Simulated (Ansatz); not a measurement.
Ansatz (a first-principles code) input (B3LYP-D3(BJ)/def2-TZVP):

Ansatz 0.2 input:
```yaml
crystal:
  periodic: [false, false, false]
  atoms:
    - {symbol: C, position_ang: [-0.18013353, 1.48848351, -0.15424424]}
    - {symbol: S, position_ang: [-0.35085320, 0.29989157, 1.05192514]}
    - {symbol: C, position_ang: [0.04171264, -1.19990051, 0.09966353]}
    - {symbol: H, position_ang: [0.52506705, 1.32104355, -0.94465273]}
    - {symbol: H, position_ang: [-0.41556668, 2.48969203, 0.14390381]}
    - {symbol: H, position_ang: [-0.04261140, -2.04343910, 0.77620300]}
    - {symbol: H, position_ang: [-0.66754534, -1.29734983, -0.71648306]}
    - {symbol: H, position_ang: [1.05508604, -1.12650949, -0.28341113]}
basis:
  gaussian:
    orbitals: def2-TZVP
hamiltonian:
  xc: b3lyp
  dispersion: d3bj
magnetization: {spin_polarized: true, initial_magnetization: 1}
relax: {f_tol: 0.002, max_steps: 150}
```

End of the output:

```
mean field: 0.56 GiB planned
mean field evaluation 96: about -12991.2778 eV, gradient 2.6e-3 eV
mean field -12991.27778634 eV, -477.4206528438 hartree, gradient 1.3e-5 eV, S^2 0.755654; 1 other end points of the search recorded, 0 dependent functions left out
the calculation of the forces begins
reference -12991.27801364 eV, -477.4206611968 hartree; 17, 16 occupied and 112, 113 virtual orbitals, 851 factors
Total energy: -12991.52562732 eV, -477.4297608315 hartree
Atom 0 at    -0.123774     1.512841    -0.108623 Å, force    -0.000152     0.001013     0.000126 eV/Å
Atom 1 at    -0.395018     0.286482     1.041531 Å, force    -0.000098    -0.000350     0.000069 eV/Å
Atom 2 at     0.051877    -1.196642     0.105611 Å, force     0.000242    -0.000757    -0.000005 eV/Å
Atom 3 at     0.361096     1.303881    -1.049455 Å, force    -0.000082    -0.000076     0.000178 eV/Å
Atom 4 at    -0.343124     2.526679     0.186153 Å, force     0.000219    -0.000265    -0.000424 eV/Å
Atom 5 at    -0.078784    -2.048209     0.770701 Å, force     0.000034     0.000089    -0.000055 eV/Å
Atom 6 at    -0.599499    -1.308801    -0.760073 Å, force     0.000031     0.000234     0.000108 eV/Å
Atom 7 at     1.092381    -1.144319    -0.212941 Å, force    -0.000195     0.000111     0.000004 eV/Å
Dipole moment:     0.099501    -0.223243    -0.167108 e Å
```

It need not be the lowest isomer of its formula.
